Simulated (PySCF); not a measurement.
Bonding in `CC[C@H](C)C[S-]`

Species: C5H11S (charge -1).
Atom-mapped SMILES: `[CH3:1][CH2:2][C@H:3]([CH3:4])[CH2:5][S-:6]` (hydrogens: H7, H8, H9 on C1; H10, H11 on C2; H12 on C3; H13, H14, H15 on C4; H16, H17 on C5)

Geometry (PBE0-D3(BJ)/def2-SVP, Å), atoms numbered from 1 in this order:
```
atom  x, y, z in Å
C1     2.058   -0.563   -0.004
C2     0.796   -0.060   -0.686
C3    -0.377    0.232    0.243
C4    -0.960   -1.033    0.868
C5    -1.453    1.058   -0.488
S6    -0.881    2.659   -1.111
H7     1.916   -1.535    0.501
H8     2.888   -0.689   -0.721
H9     2.397    0.154    0.764
H10    0.978    0.899   -1.210
H11    0.469   -0.787   -1.457
H12    0.001    0.891    1.048
H13   -0.220   -1.601    1.459
H14   -1.804   -0.789    1.537
H15   -1.347   -1.709    0.085
H16   -2.298    1.181    0.223
H17   -1.858    0.412   -1.303
```

Bond orders from the PBE0/pcSseg-1 density (PySCF). Geometry: PBE0-D3(BJ)/def2-SVP, one conformer, isolated ion. The pcSseg-1 basis has no diffuse functions, a weakness for an anion. The HOMO energy is positive at this level (+0.46 eV), so the outermost electrons may be held by the finite basis alone.

Task: Where do the orders between heavy atoms depart from those drawn in the SMILES?

Result: The largest departure is 0.101, at C5–S6 (drawn single, 1.101).

Task: Give the Mayer order of every bond between heavy atoms, beside its length.

Result: 
```tsv
bond	drawn as	length (Å)	Mayer order
C1–C2	single	1.520	1.052
C2–C3	single	1.525	1.010
C3–C4	single	1.526	1.004
C3–C5	single	1.541	0.984
C5–S6	single	1.811	1.101
```

By pair of heavy elements: C–C: lowest C3–C5 (0.984, 1.541 Å), highest C1–C2 (1.052, 1.520 Å).

Task: And the bonds to hydrogen?

Result: C–H: 0.91 to 0.97 (11 bonds).

Task: Sum the orders of all bonds at each heavy atom with more than one neighbour and set the sums beside the valence in the SMILES.

Result: C1 3.958 (drawn 4), C2 3.920 (drawn 4), C3 3.929 (drawn 4), C4 3.907 (drawn 4), C5 3.964 (drawn 4). Orders between atoms that aren't bonded are not in these sums.

For a closed shell the Mayer order of atoms A and B is Σ (PS)μν (PS)νμ over the basis functions μ on A and ν on B, with P the density and S the overlap matrix.
